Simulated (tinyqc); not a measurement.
Inside a calculation. Method: Hueckel theory of the pi electrons, for the molecule [CH2+]C=CN (SMILES; centres numbered as the heavy atoms are written). One step of it, computed by the program tinyqc.

Task: Orbitals. Diagonalise; E = alpha + x beta with beta < 0, so the largest x are filled first; degenerate levels share their electrons. P = sum n_i c_ri c_si; each orbital has its largest coefficient positive (the first on a tie).

Hueckel matrix in units of beta (H = alpha + beta A):
```
          1C        2C        3C        4N
1C  0.000000  1.000000  0.000000  0.000000
2C  1.000000  0.000000  1.000000  0.000000
3C  0.000000  1.000000  0.000000  0.890000
4N  0.000000  0.000000  0.890000  1.470000
```

pi electrons, sum of z_r less the charge = 4

Give: x values; occupations; coefficients; charge and bond-order matrix P.

Result:

x values: 2.0387  1.1481  -0.2272  -1.4896

occupations: 2.0000  2.0000  0.0000  0.0000

coefficients:
```
       MO1      MO2      MO3      MO4
1C  0.1591   0.5596   0.6744  -0.4546
2C  0.3243   0.6425  -0.1532   0.6772
3C  0.5021   0.1780  -0.6396  -0.5541
4N  0.7858  -0.4922   0.3354   0.1666
```

charge and bond-order matrix P:
```
         1C       2C      3C       4N
1C   0.6770   0.8223  0.3590  -0.3010
2C   0.8223   1.0360  0.5545  -0.1229
3C   0.3590   0.5545  0.5676   0.6138
4N  -0.3010  -0.1229  0.6138   1.7194
```
